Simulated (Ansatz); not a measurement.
A calculation with Ansatz (development build ahead of 0.2.0).

```yaml
crystal:
  periodic: [false, false, false]
  atoms:
    - { symbol: B, position_ang: [-0.18755, -0.22474, 0.11081] }
    - { symbol: H, position_ang: [-0.48434, -0.7361, -0.91454] }
    - { symbol: H, position_ang: [0.88034, 0.88906, -0.43993] }
    - { symbol: H, position_ang: [-0.14916, 0.01708, 1.26863] }
basis:
  gaussian: { orbitals: def2-SVP }
total_charge: 1
magnetization:
  spin_polarized: true
  initial_magnetization: 1
hamiltonian:
  xc: hf
output:
  forces: true
```

The input is written out in the form of the current development build from the run's settings.

Results

| Property | Result |
| --- | --- |
| Converged | yes |
| Total energy | -25.95669 hartree |
| Spin squared of the determinant | 0.758 |
| Stability test | minimum |

Forces (eV/Å):
| atom | Fx | Fy | Fz |
| --- | --- | --- | --- |
| B1 | 0.063 | 0.065 | -0.038 |
| H2 | 0.040 | 0.044 | -0.004 |
| H3 | -0.139 | -0.145 | 0.073 |
| H4 | 0.037 | 0.036 | -0.031 |
